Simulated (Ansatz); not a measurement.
Wavefunction ladder for SSi, SMILES `[Si-]#[S+]`

```xyz
2

Si    0.409    0.297    0.822
S    -0.409   -0.297   -0.822
```

Total charge 0; spin multiplicity 1. Geometry: relaxed with PBE0-D4/def2-TZVP. Frozen core, restricted reference, Ansatz. CBS rows extrapolate triple and quadruple zeta.

```tsv
basis	HF (Eh)	MP2 corr.	CCSD corr.	(T)	CCSD(T) total
def2-SVP	-686.25792	-0.20100	-0.22277	-0.01121	-686.49190
def2-TZVPP	-686.49630	-0.25995	-0.28201	-0.01778	-686.79609
def2-QZVPP	-686.51546	-0.28243	-0.30050	-0.01991	-686.83587
CBS(def2)	-686.51810	-0.29909	-0.31421	-0.02148	-686.85379
cc-pV(D+d)Z	-686.48674	-0.20551	?	-0.01138	?
cc-pV(T+d)Z	-686.50927	?	-0.28180	?	?
cc-pV(Q+d)Z	?	-0.28141	-0.29975	-0.01982	?
CBS(cc)	-686.51661	-0.29688	-0.31252	-0.02127	-686.85040
```

Fill in the withheld values. (Estimate.)

The calculation gave: cc-pV(D+d)Z CCSD corr.: -0.22880; cc-pV(D+d)Z CCSD(T) total: -686.72692; cc-pV(T+d)Z MP2 corr.: -0.25969; cc-pV(T+d)Z (T): -0.01779; cc-pV(T+d)Z CCSD(T) total: -686.80886; cc-pV(Q+d)Z HF (Eh): -686.51491; cc-pV(Q+d)Z CCSD(T) total: -686.83448.
